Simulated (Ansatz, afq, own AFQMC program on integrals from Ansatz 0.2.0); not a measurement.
Where AFQMC and coupled cluster stand for InH3⁺, doublet

```xyz
4

In    0.0000   -0.0451    0.0013
H     0.0000    5.5947   -0.1641
H     0.0000   -0.3460   -3.9884
H     0.0000   -0.1159    4.0015
```

Basis def2-SVP with its core potentials. Only valence electrons are correlated. Ansatz 0.2.0 and our own AFQMC program on the same integrals; the CISD trial comes from CCSD amplitudes, and released means the phaseless constraint is let go. Error bars are statistical, one sigma. No spin–orbit coupling.

Determinant: ROHF, the one that the program's search chose, which needn't be the lowest solution. The geometry is a point of a scan.

Full CI on the same integrals is exact in this basis and with this determinant's frozen core.

Cautions: no spin-orbit coupling; inner d shell frozen; a spin-contaminated unrestricted determinant lies lower (UHF 7.49 eV lower, ⟨S²⟩ 1.75); the search met a lower determinant of the same kind, perhaps of another symmetry (959 meV lower); strong correlation (T1 0.437, weight of the determinant 0.49, largest double 0.10); the CCSD(T) amplitudes may be one of several solutions (largest double 0.10); the CCSDT(Q) amplitudes may be one of several solutions (largest double 0.98); the CCSDTQ amplitudes may be one of several solutions (largest double 0.98); the ph-AFQMC/HF walk drifts between its halves (2.1 errors); the next higher spin lies close (within 5 meV by full CI); trial from another cluster root.

The T1 diagnostic is 0.4370, the weight of the determinant in the CISD state is 0.493 and the size of the correlated space is 5 electrons in 32 orbitals.

Reference: full CI, correlation energy -8.340 eV. The released energy is read at 2.40 1/Eh (meV from the phaseless value at times in 1/Eh: -5 ± 7 at 0.24, -7 ± 6 at 0.51, -13 ± 5 at 0.99, 0 ± 5 at 1.62, -11 ± 6 at 2.40). The cautions show a poor starting determinant, so the rows tell how each method copes with it here, and full CI is the sure value.

```csv
level,E − E(reference) (kcal/mol),share of correlation (%)
HF,192.33,0.00
MP2,-212.32,210.39
CCSD,0.02,99.99
CCSD(T),-0.09,100.05
CCSDT,0.00,100.00
CCSDT(Q),0.00,100.00
CCSDTQ,0.00,100.00
ph-AFQMC/HF,81.63 ± 0.83,57.56
ph-AFQMC/CISD,0.39 ± 0.17,99.79
released AFQMC,0.15 ± 0.13,99.92
```

CCSDT and higher add their correlation energy to the determinant of the CCSD(T) run, since their own runs factorise the integrals more tightly (a shift of under 2 meV). Released energies are given only where the last usable release times agree within the noise; a slower fall can still hide under it.
